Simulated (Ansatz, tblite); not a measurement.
Removing an electron: [BMeH3]- (CH6B⁻). Total charge -1; singlet. Geometry: PBE-D4/def2-TZVPD. Ansatz, gas phase; energy differences of separate SCF runs; the oxidised species was run as a doublet alone.

```csv
atom,x (Å),y (Å),z (Å)
B1,-0.1468,-0.7536,0.2884
C2,0.1486,0.7630,-0.2920
H3,0.8650,0.7646,-1.1388
H4,0.5784,1.4383,0.4758
H5,-0.7683,1.2644,-0.6639
H6,-0.9553,-0.7120,1.2400
H7,0.9091,-1.2836,0.6951
H8,-0.6308,-1.4811,-0.6047
```

The xTB rows come from tblite. B3LYP takes the VWN-RPA correlation. Correlated methods freeze 2 core orbitals. In CCSD on the charge 0 doublet the largest single amplitude is 0.15, so its Hartree–Fock determinant may place the open shell otherwise than the density functionals do. HOMO above LUMO, or a gap near zero within one spin, warns that the state may not be the lowest or that an electron is smeared out.

```csv
level,−HOMO (eV),vertical IE (eV),−LUMO (eV),HOMO–LUMO gap (eV),remarks
GFN1-xTB,4.76,8.41,-2.54,7.29,–
GFN2-xTB,4.18,7.39,-9.54,13.71,–
HF/def2-TZVPPD,–,3.50,–,–,–
PBE-D4/def2-TZVPD,0.53,3.89,-3.64,4.17,gap within one spin near zero (doublet)
revPBE-D4/def2-TZVPD,0.50,3.96,-3.58,4.08,gap within one spin near zero (doublet)
r2SCAN-D4/def2-TZVPD,0.79,3.94,-4.39,5.18,–
B3LYP-D4/def2-TZVPD,1.63,4.19,-3.86,5.49,–
PBE0-D4/def2-TZVPD,1.78,4.10,-4.05,5.83,–
BHLYP-D4/def2-TZVPD,3.03,4.24,-4.29,7.32,–
ωB97M-V/def2-TZVPD,4.10,4.29,-4.41,8.51,–
MP2/def2-TZVPPD,–,4.43,–,–,–
CCSD/def2-TZVPPD,–,4.38,–,–,–
CCSD(T)/def2-TZVPPD,–,4.40,–,–,–
```

Relaxing the oxidised species (PBE-D4/def2-TZVPD) changes its energy by -0.88 eV at PBE-D4/def2-TZVPD, so the adiabatic ionisation energy to this nearest minimum is 3.01 eV. At PBE0-D4/def2-TZVPD it is 3.10 eV.  Run but left out: LDA (SPW92)/def2-TZVPD (neutral doublet: an occupied level 0.13 eV above an empty one).  Raw xTB energy differences between charge states are shifted by several eV; the methods need an empirical correction for them.
